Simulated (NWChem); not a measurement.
**One shape, several levels: CF (SMILES [C]F)**

Aim: a comparison of 6 runs (UHF/3-21G, UHF/def2-SVP, UPBE/def2-SVP, UPBE0/def2-SVP, UB3LYP/6-31G*, UM06-2X/cc-pVTZ) of CF. 

Program for the calculation: NWChem 7.3.0.

2 further runs of the same task are left out: 2 set aside as unsound or not needed.

## Step 1: The molecule

CF has 2 atoms, charge 0, and is taken as a doublet. SMILES: `[C]F`. The shape is that of a PBE0-D4/def2-TZVP optimisation.

Bond lengths: C1–F2 1.268 Å.

## Step 2: Energy and gradient at UHF/3-21G (run 1)

File job.nw:

```
start job
title "CF"
memory total 2200 mb

geometry noautosym nocenter noautoz
  C      0.000000     0.000000     0.003080
  F      0.000000     0.000000     1.271320
end

basis "ao basis" spherical bse
  * library 3-21G
end

scf
  nopen 1
  uhf
  thresh 1e-08
  maxiter 80
end

task scf gradient
```

The run is started by

```bash
$ nwchem job.nw > job.out
```

The log of the run:

```text
[...]
  functions       =    18
[...]
  wavefunction    = UHF
[...]
         Total SCF energy =   -136.424268139940
      One electron energy =   -233.120994292544
      Two electron energy =     74.165051196772
 Nuclear repulsion energy =     22.531674955831
                       Sz =      0.5000
                 Sz(Sz+1) =      0.7500
                      S^2 =      0.7547
[...]
                         UHF ENERGY GRADIENTS
    atom               coordinates                        gradient
                 x          y          z           x          y          z
   1 C       0.000000   0.000000   0.005820    0.000000   0.000000   0.047397
   2 F       0.000000   0.000000   2.402446   -0.000000  -0.000000  -0.047397
[...]
```

Run time: 1.4 s. Hardware: 1 thread of Intel Xeon at 2.50GHz (Skylake/Cascade Lake), shared host; peak memory 0.099 GiB.

## Step 3: Energy and gradient at UHF/def2-SVP (run 2)

File cf.nw:

```
start cf
title "CF gradient"
memory total 2200 mb

geometry noautosym nocenter noautoz
   C      0.000000     0.000000     0.003080
   F      0.000000     0.000000     1.271320
end

basis spherical bse
   * library def2-SVP
end

scf
   doublet
   uhf
   thresh 1e-08
   maxiter 80
end

task scf gradient
```

The run is started by

```bash
$ nwchem cf.nw > cf.out
```

The log of the run:

```text
[...]
  functions       =    28
[...]
  wavefunction    = UHF
[...]
         Total SCF energy =   -137.057518177673
      One electron energy =   -233.882425588187
      Two electron energy =     74.293232454682
 Nuclear repulsion energy =     22.531674955831
                       Sz =      0.5000
                 Sz(Sz+1) =      0.7500
                      S^2 =      0.7589
[...]
                         UHF ENERGY GRADIENTS
    atom               coordinates                        gradient
                 x          y          z           x          y          z
   1 C       0.000000   0.000000   0.005820    0.000000  -0.000000  -0.016471
   2 F       0.000000   0.000000   2.402446   -0.000000   0.000000   0.016471
[...]
```

Wall time 2.4 s (1 thread of Intel Xeon at 2.50GHz (Skylake/Cascade Lake), shared host); peak memory 0.1 GiB.

Runs 3 to 4 aren't shown in full; the table further down has their settings and results.

## Step 4: Energy and gradient at UB3LYP/6-31G(d) (Cartesian functions) (run 5)

File cf.nw:

```
start cf
memory 2200 mb
charge 0

geometry units angstrom noautosym nocenter noautoz
C        0.000000       0.000000       0.003080
F        0.000000       0.000000       1.271320
end

basis "ao basis" cartesian
C library 6-31G*
F library 6-31G*
end

dft
xc b3lyp
mult 2
grid xfine
convergence energy 1e-08
maxiter 100
mulliken
noprint "final vectors analysis"
end

task dft gradient
```

The run is started by

```bash
$ nwchem cf.nw > cf.out
```

The log of the run:

```text
[...]
          Wavefunction type:  spin polarized.
          No. of atoms     :     2
          No. of electrons :    15
[...]
          Charge           :     0
          Spin multiplicity:     2
[...]
          AO basis - number of functions:    30
[...]
              XC Information
              --------------
                         B3LYP Method XC Potential
                     Hartree-Fock (Exact) Exchange  0.200
                        Slater Exchange Functional  0.800 local
                    Becke 1988 Exchange Functional  0.720 non-local
              Lee-Yang-Parr Correlation Functional  0.810
                  VWN I RPA Correlation Functional  0.190 local
[...]
 d= 0,ls=0.0,diis     1   -137.7308066955 -1.60D+02  1.47D-02  1.11D-01     1.1
[...]
 d= 0,ls=0.0,diis     8   -137.7766520386 -6.16D-09  1.47D-06  1.50D-09     7.3
[...]
         Total DFT energy =     -137.776652038601
      One electron energy =     -234.208434667712
           Coulomb energy =       89.651474125994
    Exchange-Corr. energy =      -15.751366452715
 Nuclear repulsion energy =       22.531674955831
[...]
      Total Density - Mulliken Population Analysis
     ---------------------------------------------
    Atom       Charge   Shell Charges
 -----------   ------   -------------------------------------------------------
    1 C    6     5.90   1.99  0.86  1.40  1.07  0.58 -0.01
    2 F    9     9.10   1.99  0.98  3.31  0.88  1.87  0.08
[...]
      <S2> =      0.7526 (Exact =     0.7500)
[...]
  wavefunction    = open shell
                         DFT ENERGY GRADIENTS
    atom               coordinates                        gradient
                 x          y          z           x          y          z
   1 C       0.000000   0.000000   0.005820   -0.000000   0.000000   0.017976
   2 F       0.000000   0.000000   2.402446    0.000000  -0.000000  -0.017976
[...]
```

Run time: 9.7 s. Hardware: 1 thread of Intel Xeon at 2.50GHz (Skylake/Cascade Lake), shared host; peak memory 0.11 GiB.

## Step 5: Energy and forces at UM06-2X/cc-pVTZ (run 6)

File sp.nw:

```
start sp
memory stack 880 mb heap 220 mb global 1100 mb
charge 0

geometry units angstroms noautosym nocenter noautoz
 C        0.000000       0.000000       0.003080
 F        0.000000       0.000000       1.271320
end

basis spherical bse
 * library cc-pVTZ
end

dft
 xc m06-2x
 mult 2
 grid xfine
 convergence energy 1e-08
 maxiter 100
 mulliken
end

task dft gradient
```

The run is started by

```bash
$ nwchem sp.nw > sp.out
```

The log of the run:

```text
[...]
          Wavefunction type:  spin polarized.
          No. of atoms     :     2
          No. of electrons :    15
[...]
          Charge           :     0
          Spin multiplicity:     2
[...]
          AO basis - number of functions:    60
[...]
              XC Information
              --------------
                       M06-2X Method XC Functional
                     Hartree-Fock (Exact) Exchange  0.540
                        M06-2X Exchange Functional  1.000
                      M06-2X Correlation Potential  1.000
[...]
 d= 0,ls=0.0,diis     1   -137.7384653059 -1.60D+02  5.11D-03  1.16D-01     3.4
[...]
 d= 0,ls=0.0,diis    11   -137.7850513187 -2.48D-09  1.38D-06  4.72D-10    36.8
[...]
         Total DFT energy =     -137.785051318676
      One electron energy =     -234.077085752873
           Coulomb energy =       89.446411846755
    Exchange-Corr. energy =      -15.686052368390
 Nuclear repulsion energy =       22.531674955831
[...]
      Total Density - Mulliken Population Analysis
     ---------------------------------------------
    Atom       Charge   Shell Charges
 -----------   ------   -------------------------------------------------------
    1 C    6     5.98   1.95  0.24  1.00  0.73  0.61  0.95  0.38  0.03  0.07  0.02
    2 F    9     9.02   1.95  0.28  1.06  0.57  1.56  2.39  1.20  0.00  0.02  0.00
[...]
      <S2> =      0.7527 (Exact =     0.7500)
[...]
  wavefunction    = open shell
                         DFT ENERGY GRADIENTS
    atom               coordinates                        gradient
                 x          y          z           x          y          z
   1 C       0.000000   0.000000   0.005820   -0.000000   0.000000  -0.000100
   2 F       0.000000   0.000000   2.402446    0.000000  -0.000000   0.000100
[...]
```

Wall time 50 s (1 thread of Intel Xeon at 2.50GHz (Skylake/Cascade Lake), shared host); peak memory 0.12 GiB.

## Step 6: Overview of the runs

| run | level | iteration cap | module | energy (Eh) | dipole moment (D) | HOMO energy (eV) | LUMO energy (eV) | wall time |
| --- | --- | --- | --- | --- | --- | --- | --- | --- |
| 1 | UHF/3-21G | 80 | scf | -136.424268 | 0.21 | -10.51 | 2.35 | 1.4 s |
| 2 | UHF/def2-SVP | 80 | scf | -137.057518 | 0.44 | -10.85 | 2.04 | 2.4 s |
| 3 | UPBE/def2-SVP | 100 | dft | -137.527704 | 1.04 | -4.29 | -3.90 | 8.7 s |
| 4 | UPBE0/def2-SVP | 100 | dft | -137.527604 | 0.86 | -6.11 | -2.62 | 9.6 s |
| 5 | UB3LYP/6-31G* (Cartesian functions) | 100 | dft | -137.776652 | 0.83 | – | – | 9.7 s |
| 6 | UM06-2X/cc-pVTZ | 100 | dft | -137.785051 | 0.67 | -7.46 | -1.46 | 50 s |

## Step 7: Results

| quantity | value |
| --- | --- |
| run 6: total energy | -137.78505 Eh |
| run 6: dipole moment | 0.67 D |
| run 6: HOMO energy (highest over α and β) | -7.46 eV |
| run 6: LUMO energy (lowest over α and β) | -1.46 eV |
| run 6: ⟨S²⟩ | 0.753 |
| run 6: largest force on an atom | 0.005 eV/Å |

The dipole moment (its size) runs from 0.21 D (UHF/3-21G) to 1.04 D (UPBE/def2-SVP). The two ends differ in method and basis. Totals of different functionals can't be ranked against each other. All runs together took 82 s, the longest 50 s.
